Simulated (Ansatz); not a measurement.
in.yaml

```yaml
crystal:
  periodic: [false, false, false]
  atoms:
    - {symbol: Ge, position_ang: [0.084376, 0.005225, 0.152798]}
    - {symbol: P, position_ang: [-0.080498, 0.013599, -1.830709]}
    - {symbol: H, position_ang: [-0.003878, -0.018825, 1.677911]}
basis:
  gaussian: {orbitals: def2-mTZVP}
magnetization: {spin_polarized: false}
hamiltonian: {xc: {name: PBE}}
correlation: {method: bccd, electrons: valence}
scf: {lower_state_search: light}
```

```sh
$ ansatz run in.yaml --threads 1 --pin off --events-out ev --progress --plain --max-ram 2393MiB
```

The program prints:

```
548 factors; integrals over basis functions are off by at most 9.2e-4 eV
mean field evaluation 1: about -65805.8779 eV, gradient 3.6e1 eV
mean field evaluation 2: about -65805.8760 eV, gradient 3.6e1 eV
mean field evaluation 4: about -65805.6130 eV, gradient 2.7e1 eV
mean field evaluation 8: about -65808.8959 eV, gradient 3.1e-1 eV
mean field evaluation 16: about -65808.8959 eV, gradient 3.9e-5 eV
mean field -65808.89590767 eV, -2418.4323177351 hartree, gradient 6.8e-6 eV, S^2 0.000000; 0 other end points of the search recorded, 0 dependent functions left out
14 core orbitals not correlated: weight in the atoms' cores, before any rotation towards them, 1.000 or more for the frozen orbitals, at most 0.000 for the correlated occupied ones
reference -65758.43563140 eV, -2416.5779367854 hartree; 10, 10 occupied and 37, 37 virtual orbitals, 548 factors
second order -9.77430402 eV of doubles, -0.66725553 eV of singles
cycle   1  -9.25622882 eV  change     1.2e0 eV  update   1.5e-1
cycle   2  -9.71174789 eV  change   -4.6e-1 eV  update   7.0e-2
cycle   3  -9.84029546 eV  change   -1.3e-1 eV  update   2.5e-2
cycle   4  -9.86667476 eV  change   -2.6e-2 eV  update   1.2e-2
cycle   5  -9.87208367 eV  change   -5.4e-3 eV  update   4.2e-3
cycle   6  -9.87218407 eV  change   -1.0e-4 eV  update   1.3e-3
cycle   7  -9.87229000 eV  change   -1.1e-4 eV  update   4.1e-4
cycle   8  -9.87232519 eV  change   -3.5e-5 eV  update   1.1e-4
cycle   9  -9.87234331 eV  change   -1.8e-5 eV  update   5.3e-5
cycle  10  -9.87229164 eV  change    5.2e-5 eV  update   1.8e-5
cycle  11  -9.87228909 eV  change    2.6e-6 eV  update   5.7e-6
WARN: the results are in doubt because among natural orbitals full CI differs from the method by -0.082 eV
Total energy: -65768.30792049 eV, -2416.9407367177 hartree
In doubt: among natural orbitals full CI differs from the method by -0.082 eV
```

Ran on 1 thread of AMD EPYC, shared host: 2.5 s wall, 0.21 GiB peak host memory.
